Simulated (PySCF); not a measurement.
# Basis-set dependence of excited states

Compound: H2O3S.
Cartesian coordinates in Å at the PBE0-D3(BJ)/def2-SVP level; atoms count from 1:
```xyz
6
H2O3S angstrom
O     -0.9883   -1.1965   -0.7744
S     -0.4150   -0.0584   -0.1086
O     -0.4297    1.2789   -0.6606
O      1.1175   -0.4148    0.2557
H     -0.9147   -0.0163    1.1638
H      1.6504    0.3772    0.0817
```

TDDFT with PBE0 (PySCF), vertical singlets, core orbitals frozen in the response, spherical d and f functions. Geometry: PBE0-D3(BJ)/def2-SVP, one conformer, isolated molecule.

Q: Compare 6-31G*, def2-SVP, 6-31+G*, def2-SVPD, aug-cc-pVDZ, def2-TZVP, def2-TZVPD and aug-cc-pVTZ for this molecule.

A: 

```tsv
basis	functions	diffuse	S1 (eV)	S2 (eV)	S3 (eV)	S4 (eV)	S5 (eV)	LUMO (eV)	α (au)
6-31G*	64	no	8.69	8.80	9.16	9.24	9.37	1.05	24.9
def2-SVP	70	no	8.31	8.62	8.88	9.04	9.12	0.60	24.2
6-31+G*	80	yes	7.99	8.20	8.55	8.56	8.64	-0.31	30.2
def2-SVPD	112	yes	8.07	8.23	8.57	8.60	8.61	-0.28	33.3
aug-cc-pVDZ	114	yes	7.85	7.98	8.31	8.38	8.42	-0.48	33.4
def2-TZVP	142	no	8.48	8.51	8.87	8.95	9.04	0.38	29.0
def2-TZVPD	184	yes	8.10	8.16	8.52	8.56	8.61	-0.28	33.4
aug-cc-pVTZ	234	yes	7.96	8.07	8.42	8.47	8.49	-0.46	33.6
```

States are compared by their number. Against the largest diffuse basis here (aug-cc-pVTZ, itself not a converged limit), sets without diffuse functions differ by up to 0.72 eV in S1 and 0.88 eV in S5; the smaller diffuse sets differ by up to 0.14 and 0.15 eV. Every set without diffuse functions puts S1 more than 0.3 eV higher, so even the lowest state needs them here. State by state, the largest deviation of a set without diffuse functions is S1 0.72, S2 0.73, S3 0.74, S4 0.77, S5 0.88 eV. The same number needn't mean the same state in each row. Against aug-cc-pVTZ the polarisability deviates by -26% in 6-31G*, -28% in def2-SVP, -10% in 6-31+G*, -1% in def2-SVPD, -1% in aug-cc-pVDZ, -14% in def2-TZVP, 0% in def2-TZVPD. A single + in a Pople set puts diffuse functions on heavy atoms only.
